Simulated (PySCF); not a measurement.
Hydrogen isocyanide, SMILES [C-]#[NH+] (CHN) at its PBE0/def2-SVP optimised geometry (Å):

```
3

C     -1.0875     0.0001    -0.0001
N      0.0840    -0.0001     0.0000
H      1.0875    -0.0001     0.0000
```

Level of theory: PBE0/def2-TZVP (PySCF). Cells within 0.4 Å of a nucleus heavier than hydrogen are left out (blank, or x).

Map of the electrostatic potential (hartree/e), clipped to [-0.08, 0.12] on the plane z = 0.0 Å:

```
|333333333333333333334444444|
|222223333333333333444444444|
|222222223333333334444444444|
|222222222333333334444444444|
|222222222233333344444444444|
|222222222223333344444444444|
|222222222223333444555554444|
|222111222333333445555555544|
|211111223444344556666655554|
|111111247886667777877665555|
|111001399999999999998766555|
|110001699999999999999876655|
|11000299xxx99xx999999986655|
|11000299xxx9xxx999999987655|
|11000299xxx99xx999999986655|
|110001699999999999999876655|
|111001399999999999998766555|
|111111247886667777877665555|
|211111223444344556666655554|
|222111222333333445555555544|
|222222222223333444555554444|
|222222222223333344444444444|
|222222222233333344444444444|
|222222222333333334444444444|
|222222223333333334444444444|
|222223333333333333444444444|
|333333333333333333334444444|
```
Scale: ten equal steps from -0.066 (start of '0') to 0.120 (end of '9'), in the order '0123456789'; x runs from -3.50 to 3.50, y from -3.50 (bottom) to 3.50 (top).
